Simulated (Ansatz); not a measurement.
We consider fluorite SrCl2, described by LDA+SOC (Ansatz, a program for electronic structure, PAW).

Numerical settings: plane-wave cutoff 520 eV, 8×8×8 k mesh, Fermi–Dirac smearing 0.01 eV, PAW data made under PBE.

The cell has the measured lattice: a = b = c = 6.974 Å, α = β = γ = 90.00°.

Problem. Predict the band gap, smallest direct gap on the k points sampled and direct gap at Γ.

Solution. 
- band gap: 4.88 eV (indirect)
- smallest direct gap on the k points sampled: 5.16 eV
- direct gap at Γ: 5.18 eV

Measured, for comparison: band gap 7.5 eV (temperature not stated, no zero-point or thermal correction; as tabulated in Aguado et al. (1999), arXiv:cond-mat/9901145). Computed (rounded) less measured: band gap -2.62 eV.

Note: cell and atoms aren't relaxed at this level (pressure -2.8 GPa).

Static lattice: no zero-point or thermal effects.
